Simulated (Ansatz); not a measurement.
Question: Name a neutral molecule of C, O and H with size of the dipole moment (PBE/def2-TZVPP) between 0.95 and 1.25 D and size of the dipole moment (ωB97M-V/def2-TZVPP) between 1.00 and 1.30 D (Ansatz, PBE0-D4/def2-TZVP geometry).

Answer: `C=C=COC` (0.98 D, 1.05 D); `C=C=CO` (1.10 D, 1.21 D); `C/C=C/O` (1.11 D, 1.17 D); `C=C(C)CO` (1.10 D, 1.23 D); `CC(=O)C=O` (1.08 D, 1.01 D); `CC1C=COC1` (1.07 D, 1.15 D). Other molecules can fit too; these were computed, each in one conformer that needn't be the lowest.
